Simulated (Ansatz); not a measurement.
# C2H7N: the cost of one run

Program: Ansatz 0.2.0. Level of theory: the levels named in each step. These are calculated values, not measurements.

**1. The structure to begin with**

Bond lengths: C1–C2 1.523 Å, C2–N3 1.455 Å, C1–H4 1.087 Å, C1–H5 1.086 Å, C1–H6 1.088 Å, C2–H7 1.105 Å, C2–H8 1.094 Å, N3–H9 1.014 Å, N3–H10 1.015 Å. Angles (14 of 15 angles, heavy atoms first): C1–C2–N3 109.8°, C1–C2–H7 109.2°, C1–C2–H8 109.6°, N3–C2–H7 113.1°, N3–C2–H8 107.3°, C2–C1–H4 110.4°, C2–C1–H5 109.8°, C2–C1–H6 110.4°, C2–N3–H9 110.6°, C2–N3–H10 110.0°, H7–C2–H8 107.7°, H4–C1–H5 109.1°, H4–C1–H6 108.7°, H5–C1–H6 108.5°.

Structure file:

```xyz
10

C     1.2067    0.4488    0.0390
C     0.0754   -0.5633   -0.0881
N    -1.2076    0.1173   -0.0029
H     2.1686   -0.0390   -0.0965
H     1.0918    1.2246   -0.7129
H     1.1884    0.9156    1.0219
H     0.2027   -1.3476    0.6794
H     0.1232   -1.0459   -1.0685
H    -1.9703   -0.5441   -0.0991
H    -1.3016    0.5705    0.9005
```

**2. A rough first relaxation, PBE-D4/def2-SVP**

This run stands in another session on the same molecule. It ended at:

```xyz
10

C     1.2128    0.4464    0.0331
C     0.0635   -0.5517   -0.0855
N    -1.2264    0.1318   -0.0077
H     2.1974   -0.0507   -0.0832
H     1.1189    1.2384   -0.7375
H     1.2083    0.9443    1.0271
H     0.2124   -1.3640    0.6757
H     0.1226   -1.0573   -1.0752
H    -1.9932   -0.5463   -0.1020
H    -1.3390    0.5460    0.9281
```

**3. Relaxation, HF/STO-3G**

Contents of input.yaml:

```yaml
crystal:
  periodic: [false, false, false]
  atoms:
    - { symbol: C, position_ang: [1.21277258, 0.44643948, 0.03310668] }
    - { symbol: C, position_ang: [0.06354298, -0.5517375, -0.08554327] }
    - { symbol: "N", position_ang: [-1.22638309, 0.13180072, -0.00765548] }
    - { symbol: H, position_ang: [2.19740062, -0.05067702, -0.08319155] }
    - { symbol: H, position_ang: [1.11894372, 1.23836346, -0.73750066] }
    - { symbol: H, position_ang: [1.20825943, 0.94433184, 1.02705228] }
    - { symbol: H, position_ang: [0.21243682, -1.36398789, 0.67572553] }
    - { symbol: H, position_ang: [0.12262391, -1.05734975, -1.07518876] }
    - { symbol: H, position_ang: [-1.99315781, -0.54628046, -0.10203603] }
    - { symbol: H, position_ang: [-1.33899915, 0.54601711, 0.92809127] }
basis:
  gaussian: { orbitals: STO-3G }
hamiltonian:
  xc: hf
relax:
  f_tol: 0.002
  max_steps: 150
```

On the command line:

```
ansatz run input.yaml --threads 2 --pin off --max-ram 5120MiB --backend cpu --events-out ev --progress --plain --runs-dir out
```

**Question.** How long does this run take on 2 threads of AMD EPYC (Zen 3), shared host, and how much memory does it need?

About 9.7 s, with a peak of 0.095 GiB.
